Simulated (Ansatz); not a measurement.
Cubic perovskite BaTiO₃ (cubic high-temperature phase), treated with LDA (Ansatz, an electronic-structure program, plane waves, PAW).

Numerical settings: plane-wave cutoff 520 eV, 6×6×6 k mesh, no spin polarisation, scalar-relativistic PAW data made under PBE.

Computed at the level's own relaxed cell.

```xyz
5
Lattice="3.9347 0.0000 0.0000 0.0000 3.9347 0.0000 0.0000 0.0000 3.9347" Properties=species:S:1:pos:R:3 pbc="T T T"
Ba     0.0000     0.0000     0.0000
Ti     1.9673     1.9673     1.9673
O      1.9673     0.0000     1.9673
O      0.0000     1.9673     1.9673
O      1.9673     1.9673     0.0000
```

Question: Give the elastic tensor (Voigt notation, GPa, ions relaxed, in the Cartesian axes of the cell as printed).

Answer: 
```
  348.7   118.9   118.9     0.0     0.0     0.0
  118.9   348.7   118.9     0.0     0.0     0.0
  118.9   118.9   348.7     0.0     0.0     0.0
    0.0     0.0     0.0   132.1     0.0     0.0
    0.0     0.0     0.0     0.0   132.1     0.0
    0.0     0.0     0.0     0.0     0.0   132.1
```

Note: the relaxation could not lower the start's symmetry, so the cell can be a saddle point above a distorted one.

Computed values are for the static lattice.
